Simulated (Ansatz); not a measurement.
# CH3BS: the cost of one run

All numbers below are computed with Ansatz 0.2.0 (RKS BLYP-D4/def2-SVP).

**1. The system as given**

Bond lengths: C1–B2 1.539 Å, B2–S3 1.601 Å, C1–H4 1.089 Å, C1–H5 1.090 Å, C1–H6 1.089 Å. Angles: C1–B2–S3 179.9°, B2–C1–H4 111.5°, B2–C1–H5 111.6°, B2–C1–H6 111.6°, H4–C1–H5 107.3°, H4–C1–H6 107.3°, H5–C1–H6 107.3°.

Coordinates:

```xyz
6

C    -0.3190    0.4126   -0.2529
B     0.5283   -0.6823    0.4186
S     1.4085   -1.8226    1.1167
H    -1.0553    0.8268    0.4349
H     0.2991    1.2389   -0.6024
H    -0.8617    0.0265   -1.1149
```

**2. End point A**

input.yaml reads:

```yaml
crystal:
  periodic: [false, false, false]
  atoms:
    - { symbol: C, position_ang: [-0.31897, 0.41258, -0.25285] }
    - { symbol: B, position_ang: [0.52833, -0.6823, 0.41861] }
    - { symbol: S, position_ang: [1.40854, -1.82256, 1.11667] }
    - { symbol: H, position_ang: [-1.05528, 0.82684, 0.43494] }
    - { symbol: H, position_ang: [0.29909, 1.23893, -0.60244] }
    - { symbol: H, position_ang: [-0.86171, 0.02649, -1.11492] }
basis:
  gaussian: { orbitals: def2-SVP }
hamiltonian:
  xc: blyp
  dispersion: d4
relax:
  f_tol: 0.02
  max_steps: 50
```

Command:

```bash
ansatz run input.yaml --threads 1 --pin off --max-ram 2048MiB --backend cpu --events-out ev --progress --plain --runs-dir out
```

What time and memory should one allow on 1 thread of an Arm CPU, shared host?

About 6 s, with a peak of 0.12 GiB.
